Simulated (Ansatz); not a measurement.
A calculation on 2H WSe₂ returned lattice constant a 3.250 Å, lattice parameter c 12.819 Å, equilibrium volume per atom 19.54 Å³/atom.

For reference: lattice constant a 3.282 Å (measured, 300 K, no zero-point or thermal correction; as tabulated in arXiv:1605.07067); lattice parameter c 12.96 Å (measured, 300 K, not corrected to a static lattice; as tabulated in arXiv:1605.07067).

**Question.** Which level of theory produced these numbers?
A. PBE-D3(BJ) (Ansatz, a first-principles code)
B. rVV10 (Ansatz)
C. LDA (Ansatz)
D. PBE-D4 (Ansatz)

**Answer.** C, LDA (Ansatz)

The others give: PBE-D3(BJ) 3.279 Å, 12.786 Å, 19.84 Å³/atom; PBE-D4 3.279 Å, 12.833 Å, 19.91 Å³/atom; rVV10 3.352 Å, 13.181 Å, 21.37 Å³/atom.

Unless a cell is named, each level is at its own relaxed cell (LDA 19.54, PBE-D3(BJ) 19.84, PBE-D4 19.91, rVV10 21.37 Å³/atom).

The crystal itself was run without spin with PBE-D4, LDA; a magnetic state was not tried in these runs.

Caveats: LDA has no dispersion term either, though it tends to give short spacings of layers, chains or molecules (LDA). Ansatz's density-functional and Hartree–Fock values are scalar-relativistic unless marked +SOC, with PAW data made under PBE.
